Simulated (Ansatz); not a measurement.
# How far each method lies from full CI for B2H, quartet

Geometry: a PBE0/def2-TZVP stationary point for this spin, not checked as a minimum.

```xyz
3

B     0.0000    0.0000    0.1141
B     0.0000    0.0000   -1.4064
H     0.0000    0.0000    1.2923
```

Basis 6-31G; Ansatz 0.2.0. Correlated methods freeze the noble-gas cores, which leaves 7 electrons in 18 orbitals. R marks a restricted (for open shells ROHF) determinant, U an unrestricted one. Active spaces: pair = (5e, 5o) about the gap; valence = (7e, 9o) chosen from the atoms' valence shells.

Full CI is exact within this basis and frozen core; it isn't the basis-set limit. The frozen core follows each run's orbitals, which can shift R against U totals by a few meV.

For open shells CISD and CISDTQ are restricted-active-space CI with the open shells as a complete middle space.

```
UHF ⟨S²⟩                          : 3.755
T1 diagnostic (RCCSD)             : 0.0213
largest doubles amplitude (RCCSD) : 0.097
T1 diagnostic (UCCSD)             : 0.0173
```

```tsv
level	E − E(RHF) (eV)
UHF	-0.0399
RMP2	-1.7622
UMP2	-1.7733
RCCSD	-2.3216
UCCSD	-2.3226
RCCSD(T)	-2.3747
UCCSD(T)	-2.3753
```

(1) Estimate how far full CI in 6-31G lies from RCCSD(T). The table doesn't fix it; the size of (T) and the diagnostics are the guide.

(1) Full CI in 6-31G lies 0.86 mEh below RCCSD(T), which is 44 % of the (T) step (-1.95 mEh). The diagnostics give no warning, yet the rest is a sizeable part of (T).

The other levels:

| level | E − E(full CI) (mEh) | share of correlation (%) | wall time |
| --- | --- | --- | --- |
| CISD | 4.95 | 94.39 | 0.79 s |
| BCCD(T) | 0.88 | 99.00 | 0.91 s |
| RCCSDT | 0.20 | 99.77 | – |
| UCCSDT | 0.19 | 99.79 | – |
| CISDTQ | 0.07 | 99.92 | 12 s |
| RCCSDT(Q) | 0.05 | 99.94 | 2.3 s |
| UCCSDT(Q) | 0.03 | 99.96 | 2.9 s |
| RCCSDTQ | 0.01 | 99.99 | 17 s |
| UCCSDTQ | -0.01 | 100.01 | 27 s |
| CASSCF (pair space) | 73.31 | 16.82 | – |
| MRCISD (pair space) | 4.48 | 94.91 | – |
| MRCISD+Q (pair space) | 0.48 | 99.46 | 1.2 s |
| CASSCF (valence space) | 24.72 | 71.94 | – |
| NEVPT2 (valence space) | 7.56 | 91.42 | 2.5 s |
| MRCISD (valence space) | 0.55 | 99.37 | – |
| MRCISD+Q (valence space) | 0.17 | 99.80 | 4.7 s |

The correlation energy at full CI, counted from RHF, is -2.398 eV. That run took 8 s on 1 thread of Intel Xeon, shared host over 331,072 determinants.

Times hold each run's SCF and search for its determinant on a shared host, so for small cases they say little of a method's own cost; they ran on 1 thread of Intel Xeon.

The full-CI state has the irrep A2 of C2v, in the program's axes (one component, if the state is degenerate).

Natural occupations of full CI about the gap: 1.966 1.957 0.994 0.979 0.979 0.031 0.031 0.028 0.013 0.006; effectively unpaired electrons, Σ n²(2−n)², 3.02.
